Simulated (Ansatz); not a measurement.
# CH₆BN: molecular dynamics

Aim: follow the atoms for 40 steps of 0.75 fs at constant energy, with velocities drawn for 700 K, and see to which side of the barrier the system falls.

Program: Ansatz 0.2.0, Gaussian basis. Level of theory: PBE0-D4/def2-SVP. These are calculated values, not measurements.

### Step 1. Starting geometry

The start, a first-order saddle point found at PBE0-D4 in triple zeta: 9 atoms, charge 0, spin multiplicity 1.

Atoms are counted from 1 here; the program's logs count them from 0.

Bond lengths: B1–N2 1.559 Å, B1–C3 1.454 Å, B1–H4 1.443 Å, B1–H5 1.193 Å, N2–H4 1.307 Å, N2–H6 1.009 Å, N2–H7 1.007 Å, C3–H8 1.085 Å, C3–H9 1.090 Å. Angles: N2–B1–C3 108.1°, N2–B1–H4 51.4°, N2–B1–H5 118.4°, C3–B1–H4 65.4°, C3–B1–H5 129.9°, H4–B1–H5 134.2°, B1–N2–H4 59.7°, B1–N2–H6 119.6°, B1–N2–H7 118.0°, H4–N2–H6 117.1°, H4–N2–H7 120.6°, H6–N2–H7 112.5°, B1–C3–H8 121.9°, B1–C3–H9 124.3°, H8–C3–H9 113.4°, B1–H4–N2 68.9°.

Coordinates:

```
B    -0.5539    0.3800   -0.2203
N     0.4471    0.6045    0.9535
C    -0.0874   -0.7558   -0.9993
H     0.1834   -0.6049    0.5348
H    -1.6473    0.8494   -0.1310
H     1.3689    0.9672    0.7597
H     0.0806    0.9342    1.8316
H    -0.7464   -1.3060   -1.6626
H     0.9551   -1.0686   -1.0664
```

### Step 2. The run

File md/in.yaml:

```yaml
crystal:
  periodic: [false, false, false]
  atoms:
    - {symbol: B, position_ang: [-0.553852, 0.379975, -0.220255]}
    - {symbol: N, position_ang: [0.447088, 0.604458, 0.953541]}
    - {symbol: C, position_ang: [-0.087401, -0.755818, -0.999324]}
    - {symbol: H, position_ang: [0.183411, -0.604946, 0.534753]}
    - {symbol: H, position_ang: [-1.647336, 0.849424, -0.131029]}
    - {symbol: H, position_ang: [1.368890, 0.967213, 0.759671]}
    - {symbol: H, position_ang: [0.080590, 0.934201, 1.831639]}
    - {symbol: H, position_ang: [-0.746396, -1.306027, -1.662609]}
    - {symbol: H, position_ang: [0.955107, -1.068579, -1.066388]}
basis:
  gaussian: {orbitals: def2-SVP}
hamiltonian: {xc: pbe0, dispersion: d4}
md: {n_steps: 40, timestep: 0.75, temperature: 700, ensemble: nve, seed: 192, initial_velocities: maxwell_boltzmann}
```

Launch:

```bash
> ansatz run in.yaml --threads 2 --pin off --events-out ev --progress --plain --max-ram 4352MiB
```

Before running it: what results should come out? Wanted: temperature at the start; mean temperature, second half; lowest and highest potential energy, from the first frame; largest change of potential + kinetic.

The runs gave:

| quantity | value |
| --- | --- |
| length | 40 steps, 30.0 fs |
| temperature at the start | 700 K |
| mean temperature, second half | 1121 K |
| lowest and highest potential energy, from the first frame | -797 and 312 meV |
| largest change of potential + kinetic | 13.8 meV |

By the last frame it has moved towards the side where N2–H4 form. The system runs downhill by 0.80 eV, and that energy turns into motion. With no thermostat the total energy should stay fixed; it holds within 13.8 meV, small beside the kinetic energy, so the time step serves. The temperature runs between 369 and 1580 K.
